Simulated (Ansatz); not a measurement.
Reaction: C3H3N (SMILES C=CC#N) → C3H2N (SMILES C=[C]C#N, doublet) + H (doublet) (the C-H bond breaks)
Each species at its own B3LYP-D3(BJ)/def2-TZVP minimum (Ansatz, a program for electronic structure).

Total energies in hartree (Ansatz). Open shells are spin-unrestricted; no spin-orbit coupling. Correlated methods leave the cores frozen. No relativity. For partners of very few electrons the exact lower level stands in for a higher one. The restricted determinant of C3H3N (C=CC#N, singlet) is unstable towards broken spin symmetry in at least one set run. The UHF reference of C3H2N (C=[C]C#N, doublet) is spin-contaminated (<S^2> up to 0.63 over the pure value in the sets run).

| species | HF/cc-pVTZ | CCSD(T)/cc-pVTZ | HF/cc-pVQZ | CCSD(T)/cc-pVQZ | CCSD(T)/cc-pVDZ | CCSDT(Q)/cc-pVDZ |
|---|---|---|---|---|---|---|
| 1: C3H3N (SMILES C=CC#N) | -169.82637 | -170.53291 | -169.83740 | -170.58084 | -170.37013 | -170.37296 |
| 2: C3H2N (SMILES C=[C]C#N, doublet) | -169.19202 | -169.84974 | -169.20274 | -169.89633 | -169.69226 | -169.69780 |
| 3: H (doublet) | -0.49981 | -0.49981 | -0.49995 | -0.49995 | -0.49928 | -0.49928 |

Work out the bond dissociation energy (electronic) in kcal/mol: take Hartree-Fock from cc-pVQZ, extrapolate the CCSD(T) correlation energy as X^-3 (X = 3, 4), and add CCSDT(Q) - CCSD(T) in cc-pVDZ. 1 hartree = 627.51 kcal/mol.


Species 1: correlation (64·(-0.74344) - 27·(-0.70654))/37 = -0.77037; step -0.00283; E1 = -169.83740 + (-0.77037) + (-0.00283) = -170.61060
Species 2: correlation (64·(-0.69359) - 27·(-0.65772))/37 = -0.71977; step -0.00554; E2 = -169.20274 + (-0.71977) + (-0.00554) = -169.92805
Species 3: correlation (64·(0.00000) - 27·(0.00000))/37 = 0.00000; step +0.00000; E3 = -0.49995 + (0.00000) + (+0.00000) = -0.49995
-1·E1 +1·E2 +1·E3 = 0.18260 hartree = 114.6 kcal/mol.
